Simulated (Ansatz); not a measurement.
System: rock-salt TiC. Method: PBE (plane waves, PAW; Ansatz, a quantum-chemistry and plane-wave program).

Numerical settings: plane-wave cutoff 520 eV, 26×26×26 k mesh, Fermi–Dirac smearing 0.056 eV (set by the program), no spin polarisation, scalar-relativistic PAW data made under PBE.

Computed at the level's own relaxed cell.

```yaml
crystal:
  lattice:
    - [0.00000, 2.16636, 2.16636]
    - [2.16636, 0.00000, 2.16636]
    - [2.16636, 2.16636, 0.00000]
  atoms:
    - { symbol: Ti, position: [0.00000, 0.00000, 0.00000] }
    - { symbol: C, position: [0.50000, 0.50000, 0.50000] }
```

Task: Give the elastic tensor (Voigt notation, GPa, ions relaxed, in the Cartesian axes of the cell as printed).

Result: 
```
  510.6   120.8   120.8     0.0     0.0     0.0
  120.8   510.6   120.8     0.0     0.0     0.0
  120.8   120.8   510.6     0.0     0.0     0.0
    0.0     0.0     0.0   169.2     0.0     0.0
    0.0     0.0     0.0     0.0   169.2     0.0
    0.0     0.0     0.0     0.0     0.0   169.2
```

Measured, for comparison: elastic constant C11 500 GPa (temperature not stated, no zero-point or thermal correction, our sources range from 500 to 514; as tabulated in Jochym et al. (1999), arXiv:1301.6077); elastic constant C12 113 GPa (temperature not stated, no zero-point or thermal correction, our sources range from 106 to 113; as tabulated in Jochym et al. (1999), arXiv:1301.6077); elastic constant C44 175 GPa (temperature not stated, no zero-point or thermal correction; as tabulated in Jochym et al. (1999), arXiv:1301.6077). Computed (rounded) less measured: elastic constant C11 +2 % (inside the range of the sources held), elastic constant C12 +7 % (+7 % to +14 % over the range), elastic constant C44 -3 %. A static lattice is as a rule a little smaller and stiffer than an uncorrected measurement, which narrows the difference in the elastic constant C12 and would widen misses of the other sign.
